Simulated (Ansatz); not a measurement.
# Energy profile

The step: CH₃Cl ([CH3][Cl]) + OH → CH₂Cl ([CH2][Cl]) + H₂O; bonds formed: H1–O4; bonds broken: H1–C2 (atoms numbered as in the saddle structure below).

H1  (-0.411, -0.140, -0.289)
C2  (0.543, -0.473, 0.294)
Cl3  (1.334, 0.937, 0.960)
O4  (-1.531, 0.428, -0.939)
H5  (1.193, -0.967, -0.424)
H6  (0.211, -1.132, 1.092)
H7  (-1.339, 1.347, -0.694)
(Å)

Electronic energies by CCSD(T) at an estimated basis limit (MP2 extrapolated from triple and quadruple zeta, plus CCSD(T) − MP2 in triple zeta), on PBE0-D4/def2-TZVP structures; CH4ClO, doublet; no counterpoise correction; spin–orbit coupling, which lowers free halogen atoms and radicals such as OH and SH, is left out. Program: Ansatz 0.2.0. Basis: def2-TZVPP and def2-QZVPP. Cores are frozen in the correlated methods; orbitals are unrestricted. Extrapolation: Hartree–Fock as exp(−7.88 √X), correlation as X^−2.97.

Question: Give the profile in kcal/mol, counted from the separated reactants. (To be estimated.)

Answer: By the calculation:
```
                                                                                       point  kcal/mol
 separated: CH3Cl (linked as [CH3][Cl]; H1, C2, Cl3, H5, H6; singlet) + OH (O4, H7; doublet)      0.00
                                                                             start structure     -3.45
                                                                                      saddle      4.37
                                                                               end structure    -20.63
separated: H2O (H1, O4, H7; singlet) + CH2Cl (linked as [CH2][Cl]; C2, Cl3, H5, H6; doublet)    -18.91
```

T1 diagnostic: at most 0.022. ⟨S²⟩ of the unrestricted Hartree–Fock references: 0.75 to 0.77 (a pure state has 0.75). The end structure is not quite a true minimum (one mode of 61i cm⁻¹).

For scale, one of the runs: CCSD(T)/def2-TZVPP, 160 basis functions, launched by `ansatz run in.yaml --threads 4 --pin off --events-out ev --progress --plain --max-ram 9574MiB`. Time: 55 s of wall clock on 4 CPU threads of an Arm Neoverse V2; the host was shared. Peak host memory: 3 GiB.
